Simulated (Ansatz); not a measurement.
# C3H8S: the cost of one run

Computed with Ansatz 0.2.0 through its Python package. Level of theory: CCSD(T)/def2-SVPD.

### 1 Starting point

Bond lengths: C1–C2 1.468 Å, C2–S3 1.795 Å, S3–C4 1.787 Å, C1–H5 1.118 Å, C1–H6 1.160 Å, C1–H7 1.113 Å, C2–H8 1.053 Å, C2–H9 1.141 Å, C4–H10 1.155 Å, C4–H11 1.082 Å, C4–H12 1.045 Å. Angles (14 of 19 angles, heavy atoms first): C1–C2–S3 110.4°, C2–S3–C4 103.4°, C1–C2–H8 112.0°, C1–C2–H9 109.5°, S3–C2–H8 108.1°, S3–C2–H9 107.7°, C2–C1–H5 115.1°, C2–C1–H6 110.3°, C2–C1–H7 114.8°, S3–C4–H10 105.9°, S3–C4–H11 110.0°, S3–C4–H12 112.2°, H8–C2–H9 109.0°, H5–C1–H6 103.2°.

No structure file is read: the coordinates are typed or built in the script.

### 2 The script

c3h8s.py reads:

```python
"""Single point of C3H8S in a Gaussian basis."""

import json
import warnings

import ansatz as az

warnings.simplefilter("ignore", az.DeckWarning)

geometry_ang = [
    ("C", (-0.6586, 1.2762, 0.2068)),
    ("C", (-0.4484, 0.0688, 1.0153)),
    ("S", (1.1879, -0.6065, 0.716)),
    ("C", (1.0775, -1.2396, -0.9518)),
    ("H", (-0.7118, 1.104, -0.8963)),
    ("H", (-1.689, 1.7488, 0.4505)),
    ("H", (0.0661, 2.0994, 0.3987)),
    ("H", (-1.1563, -0.6799, 0.7988)),
    ("H", (-0.5166, 0.3343, 2.1225)),
    ("H", (0.1472, -1.924, -0.9695)),
    ("H", (0.8617, -0.4336, -1.641)),
    ("H", (1.9173, -1.8028, -1.2159)),
]
geometry = az.Crystal.molecule()
for symbol, xyz in geometry_ang:
    geometry = geometry.atom(symbol, xyz)

base = geometry.calculation().basis(gaussian="def2-SVPD").correlation("CCSD(T)")
trace = []
outcome = base.session().plan().execute(on_event=trace.append)
rep = outcome.report
for event in trace:
    if event["event"] == "mean_field_evaluation" and event["data"]["evaluation"] <= 25:
        print("pass {evaluation:3d}  E = {energy_ev:.6f} eV  gradient {gradient_ev:.1e}".format(**event["data"]))

for key in ("converged", "free_energy_ev", "reference_energy_ev", "n_frozen", "n_occupied", "n_virtual"):
    print(f"{key:22s} {rep[key]}")

parts = rep["correlation"]
for name in ("random_phase", "coupled_cluster", "perturbative"):
    if name in parts:
        print(f"{name:16s} {parts[name]['energy']['hartree']:12.7f} Ha")
if "second_order" in parts:
    pair = parts["second_order"]
    print(f"MP2 same spin {pair['same_spin']['hartree']:.7f} Ha, opposite spin {pair['opposite_spin']['hartree']:.7f} Ha")

field = rep["mean_field"]
print("<S^2> =", round(abs(field["state"]["spin_squared"]), 4), " all-electron relativity setting:", field["relativity"])
print("passes:", field["passes"])
if "symmetry" in field:
    print("occupied orbitals by irrep:", field["symmetry"]["occupied"])
with open("c3h8s.json", "w") as handle:
    json.dump({k: rep[k] for k in ("free_energy_ev", "reference_energy_ev", "n_occupied", "n_virtual")}, handle, indent=1)
```

### 3 What the engine is handed

The package turns the script's settings into the engine's input:

```yaml
crystal:
  periodic: [false, false, false]
  atoms:
    - { symbol: C, position_ang: [-0.6586, 1.2762, 0.2068] }
    - { symbol: C, position_ang: [-0.4484, 0.0688, 1.0153] }
    - { symbol: S, position_ang: [1.1879, -0.6065, 0.716] }
    - { symbol: C, position_ang: [1.0775, -1.2396, -0.9518] }
    - { symbol: H, position_ang: [-0.7118, 1.104, -0.8963] }
    - { symbol: H, position_ang: [-1.689, 1.7488, 0.4505] }
    - { symbol: H, position_ang: [0.0661, 2.0994, 0.3987] }
    - { symbol: H, position_ang: [-1.1563, -0.6799, 0.7988] }
    - { symbol: H, position_ang: [-0.5166, 0.3343, 2.1225] }
    - { symbol: H, position_ang: [0.1472, -1.924, -0.9695] }
    - { symbol: H, position_ang: [0.8617, -0.4336, -1.641] }
    - { symbol: H, position_ang: [1.9173, -1.8028, -1.2159] }
basis:
  gaussian:
    orbitals: def2-SVPD
correlation:
  method: ccsd_t
```

### 4 The run

On the command line:

```console
$ python c3h8s.py
```

**Question.** How long does this script take on 1 thread of Arm Neoverse V1, shared host, and how much memory does it need?

About 73 s, with a peak of 1.3 GiB.
